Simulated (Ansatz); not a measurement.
in.yaml

```yaml
crystal:
  periodic: [false, false, false]
  atoms:
    - {symbol: N, position_ang: [0.111896, -0.191234, 1.091446]}
    - {symbol: S, position_ang: [-0.052978, 0.101117, -0.496669]}
    - {symbol: H, position_ang: [0.023643, 0.712930, 1.526385]}
    - {symbol: H, position_ang: [0.106751, -1.272232, -0.893291]}
basis:
  gaussian: {orbitals: cc-pVDZ}
magnetization: {spin_polarized: false, initial_magnetization: 1}
correlation: {method: ccsdt_q, electrons: outside_noble_gas}
```

```sh
$ ansatz run in.yaml --threads 1 --pin off --events-out ev --progress --plain --max-ram 2393MiB
```

Output:

```
811 factors; integrals over basis functions are off by at most 2.1e-7 eV
mean field evaluation 1: about -12326.8210 eV, gradient 2.4e1 eV
mean field evaluation 2: about -12326.8689 eV, gradient 2.4e1 eV
mean field evaluation 4: about -12328.7305 eV, gradient 2.5e0 eV
mean field evaluation 8: about -12328.9456 eV, gradient 2.8e-1 eV
mean field evaluation 16: about -12327.6578 eV, gradient 2.1e1 eV
mean field evaluation 32: about -12326.0671 eV, gradient 8.5e-1 eV
mean field evaluation 64: about -12322.9109 eV, gradient 5.0e-4 eV
mean field -12328.94627524 eV, -453.0804187552 hartree, gradient 1.9e-6 eV, S^2 0.750000; 2 other end points of the search recorded, 0 dependent functions left out
mean field evaluation 96: about -12329.1182 eV, gradient 4.6e-4 eV
determinant -12328.94627524 eV, -453.0804187552 hartree, with singles and doubles -12337.56303553 eV, -453.3970788550 hartree
determinant -12326.07430204 eV, -452.9748756868 hartree, with singles and doubles -12334.45558896 eV, -453.2828823001 hartree
6 core orbitals not correlated: weight in the atoms' cores, before any rotation towards them, 1.000 or more for the frozen orbitals, at most 0.000 for the correlated occupied ones
reference -12328.94627524 eV, -453.0804187552 hartree; 7, 6 occupied and 29, 30 virtual orbitals, 811 factors
second order -7.65357324 eV of doubles, -0.10540878 eV of singles
cycle   1  -8.24609848 eV  change   -4.8e-1 eV  update   9.2e-2
cycle   2  -8.68657412 eV  change   -4.4e-1 eV  update   3.8e-2
cycle   3  -8.90876404 eV  change   -2.2e-1 eV  update   2.9e-2
cycle   4  -8.87994910 eV  change    2.9e-2 eV  update   1.4e-2
cycle   5  -8.88412833 eV  change   -4.2e-3 eV  update   7.4e-3
cycle   6  -8.89052897 eV  change   -6.4e-3 eV  update   2.3e-3
cycle   7  -8.88938587 eV  change    1.1e-3 eV  update   9.3e-4
cycle   8  -8.88886493 eV  change    5.2e-4 eV  update   3.9e-4
cycle   9  -8.88922893 eV  change   -3.6e-4 eV  update   1.9e-4
cycle  10  -8.88907120 eV  change    1.6e-4 eV  update   8.6e-5
cycle  11  -8.88914016 eV  change   -6.9e-5 eV  update   4.5e-5
cycle  12  -8.88916199 eV  change   -2.2e-5 eV  update   2.2e-5
cycle  13  -8.88917249 eV  change   -1.1e-5 eV  update   1.3e-5
cycle  14  -8.88918270 eV  change   -1.0e-5 eV  update   6.9e-6
cycle  15  -8.88918356 eV  change   -8.6e-7 eV  update   3.7e-6
cycle  16  -8.88918198 eV  change    1.6e-6 eV  update   1.9e-6
cycle  17  -8.88918226 eV  change   -2.8e-7 eV  update   9.6e-7
perturbative correction -0.02122195 eV, -0.0007798921 hartree
Total energy: -12337.85667945 eV, -453.4078700701 hartree
```

For the same geometry and basis UCCSDT(Q) lies 1.2 meV lower.

Ran on 1 thread of AMD EPYC 9R45, shared host: 15 s wall, 0.5 GiB peak host memory.
